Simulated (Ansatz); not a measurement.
Te3As2 (C2/m, No. 12) was calculated with PBEsol in Ansatz (PAW).

Settings: plane-wave cutoff 500 eV, 10×10×4 k mesh (along the axes of the cell as run), gaussian smearing 0.02 eV, scalar-relativistic PAW data made under PBE.

Computed at the level's own relaxed cell.

Problem. What does this level give for the equilibrium volume per atom and band gap?

Solution. 
- equilibrium volume per atom = 27.56 Å³/atom
- band gap = 0.25 eV (on the SCF k mesh)

Measured, for comparison: band gap 0.4 eV (4 K, zero-point motion not removed, scanning tunnelling spectroscopy; as tabulated in Electronic band gap of van der Waals α-As2Te3 crystals, HAL hal-03321708).

Note: the cell comes from a level without a dispersion term, which matters for the spacing of layers, chains or molecules.

Spin–orbit coupling is not included; with these elements it can move the gap by several tenths of an eV or more.

The computed numbers hold no vibrational or temperature effects.

Ansatz is an electronic-structure program.
